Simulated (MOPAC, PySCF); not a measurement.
C2H2, SMILES `C#C`, neutral singlet in the gas phase. 

Cartesian coordinates (Å):
SMILES: C#C
```xyz
4

C     -0.5490     0.2481     0.2324
C      0.5490     0.1466    -0.2324
H     -1.5241     0.3383     0.6452
H      1.5241     0.0565    -0.6452
```
Charge 0, spin multiplicity 1.

All levels are single points at this geometry (B3LYP-D3(BJ)/def2-TZVP); Pople sets use spherical d functions. Orbital energies aren't observables, and empty levels follow the basis.

```
level                            HOMO (eV)  LUMO (eV)  gap (eV)  dipole (D)  vertical IE, Delta-SCF (eV)
-------------------------------  ---------  ---------  --------  ----------  ---------------------------
B3LYP-D3(BJ)/def2-TZVP in PySCF      -8.18       0.59      8.77        0.00                            –
PBE-D3(BJ)/def2-TZVP in PySCF        -7.17      -0.18      6.99        0.00                            –
B3LYP/6-311+G** in PySCF             -8.21       0.36      8.57        0.00                            –
B3LYP/6-31G* in PySCF                -7.70       1.49      9.20        0.00                        11.15
BP86/6-31G* in PySCF                 -6.79       0.47      7.26        0.00                            –
M06-2X/6-31G* in PySCF               -9.36       2.77     12.13        0.00                            –
PBE/6-31G* in PySCF                  -6.69       0.58      7.27        0.00                        11.21
SVWN5/6-31G* in PySCF                -6.83       0.38      7.21        0.00                        11.52
HF/3-21G in PySCF                   -11.15       6.07     17.22        0.00                            –
HF/STO-3G in PySCF                   -9.56      10.83     20.39        0.00                            –
AM1 in MOPAC                        -11.49       2.05     13.54        0.00                            –
PM3 in MOPAC                        -11.55       1.97     13.52        0.00                            –
PM7 in MOPAC                        -11.65       1.62     13.27        0.00                            –
```
